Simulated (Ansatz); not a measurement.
**CH₅O radical (built from SMILES CO.[H]): single points off equilibrium**

One table from this session's results is given with a row withheld; the runs are named, their logs left out.

Method: single points in def2-TZVPP; program: Ansatz 0.2.0, Gaussian basis.

Cores are frozen in the correlated methods. Orbitals are unrestricted.

**The system as given**

7 atoms, charge 0, spin multiplicity 2.

Atoms are counted from 1 here; the program's logs count them from 0.

Bond lengths: H1–O2 1.226 Å, O2–C3 1.356 Å, C3–H5 1.143 Å, C3–H6 1.045 Å, C3–H7 1.202 Å. Angles: H1–O2–C3 111.6°, O2–C3–H5 107.9°, O2–C3–H6 117.9°, O2–C3–H7 105.5°, H5–C3–H6 109.7°, H5–C3–H7 112.4°, H6–C3–H7 103.3°.

Coordinates:

| atom | x (Å) | y (Å) | z (Å) |
| --- | --- | --- | --- |
| H1 | -0.7796 | -1.1053 | 0.3499 |
| O2 | 0.0658 | -0.7395 | -0.4590 |
| C3 | 0.4187 | 0.5545 | -0.2606 |
| H4 | -1.3270 | -1.4350 | 1.2088 |
| H5 | 1.0314 | 0.6082 | 0.7025 |
| H6 | -0.3415 | 1.2709 | -0.2354 |
| H7 | 1.0592 | 0.8648 | -1.2295 |

The first run:

Contents of run/in.yaml:

```yaml
crystal:
  periodic: [false, false, false]
  atoms:
    - {symbol: H, position_ang: [-0.779600, -1.105300, 0.349900]}
    - {symbol: O, position_ang: [0.065800, -0.739500, -0.459000]}
    - {symbol: C, position_ang: [0.418700, 0.554500, -0.260600]}
    - {symbol: H, position_ang: [-1.327000, -1.435000, 1.208800]}
    - {symbol: H, position_ang: [1.031400, 0.608200, 0.702500]}
    - {symbol: H, position_ang: [-0.341500, 1.270900, -0.235400]}
    - {symbol: H, position_ang: [1.059200, 0.864800, -1.229500]}
basis:
  gaussian: {orbitals: def2-TZVPP}
magnetization: {spin_polarized: true, initial_magnetization: 1}
correlation: {method: ccsd_t}
scf: {omitted_lower_state_checks: [cluster_reference]}
output: {forces: true}
```

The command line of these runs was not kept.

Steps of the session up to this table: CCSD(T)/def2-TZVPP; PBE0-D4/def2-TZVPP; wB97M-V/def2-TZVPP; r2SCAN-D4/def2-TZVPP; PBE-D4/def2-TZVPP; BHLYP-D4/def2-TZVPP; B97M-V/def2-TZVPP.

One table of the session follows, with a row left open; its other results are not shown here.

```
   method  RMS force component (eV/Å)  angle to CCSD(T) forces (°)  dipole (D)
  CCSD(T)                       1.395                    reference        1.37
  PBE0-D4                       1.257                         11.6        1.38
  wB97M-V                       1.318                          6.8        1.38
r2SCAN-D4                       1.244                         10.6        1.36
   PBE-D4                       1.205                         13.4        1.36
 BHLYP-D4                           ?                            ?           ?
   B97M-V                       1.202                         15.6        1.37
```

Estimate the missing values for BHLYP-D4.

As computed: RMS force component (eV/Å): 1.306; angle to CCSD(T) forces (°): 13.2; dipole (D): 1.44. In the column «RMS force component (eV/Å)» it lies between PBE0-D4 (1.257) and wB97M-V (1.318).
